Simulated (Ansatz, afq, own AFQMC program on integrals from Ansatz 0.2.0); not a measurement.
AlSiH, singlet: AFQMC among the cluster methods

```xyz
3

Si    0.0000    0.0000    1.8009
Al    0.0000    0.0000   -0.1031
H     0.0000    0.0000   -1.6979
```

Connectivity, by distances: Si–AlH.

Basis 6-31G. Only valence electrons are correlated. Integrals, coupled cluster, full CI and functionals: Ansatz 0.2.0; the random walks run on the same integrals in our own AFQMC program. ph-AFQMC/CISD is guided by a CISD state made of CCSD amplitudes; releasing the constraint for a short imaginary time cuts its bias at the price of noise, slowly where states lie close. ± is one standard error of the sampling.

Determinant: RHF, the one that the program's search chose, which needn't be the lowest solution. The geometry is a point of a scan.

Full CI on the same integrals is exact in this basis and with this determinant's frozen core.

Cautions: higher spins were not checked; restricted determinant unstable towards unrestricted (UHF 753 meV lower, ⟨S²⟩ 1.00); the CCSDT(Q) amplitudes may be one of several solutions (largest double 0.58); the CCSDTQ amplitudes may be one of several solutions (largest double 0.94); the released energy hasn't reached full CI (59 meV above it at 2.40 1/Eh), so no released level is given (meV from the phaseless value at times in 1/Eh: -3 ± 3 at 0.24, -5 ± 3 at 0.51, -5 ± 3 at 0.99, -6 ± 3 at 1.62, -7 ± 3 at 2.40); the determinant fills πx and πy unequally, so it mixes two states of the linear molecule, and each level undoes that mixture to a different degree, while full CI gives the lower state, and by Hund's rule a triplet of that filling probably lies lower still; CCSDTQ on the UHF determinant differs (720 meV lower), perhaps since the unrestricted series falls towards higher spin.

- T1 diagnostic: 0.0163
- weight of the determinant in the CISD state: 0.873
- size of the correlated space: 8 electrons in 18 orbitals

Reference: full CI, correlation energy -2.649 eV. The cautions show a poor starting determinant, so the rows tell how each method copes with it here, and full CI is the sure value.

```csv
level,E − E(reference) (kcal/mol),share of correlation (%)
HF,61.08,0.00
MP2,19.68,67.77
CCSD,3.45,94.35
CCSD(T),1.88,96.92
CCSDT,0.92,98.49
CCSDT(Q),0.28,99.55
CCSDTQ,0.03,99.95
ph-AFQMC/CISD,1.52 ± 0.06,97.51
```

CCSDT and higher add their correlation energy to the determinant of the CCSD(T) run, since their own runs factorise the integrals more tightly (a shift of under 2 meV).
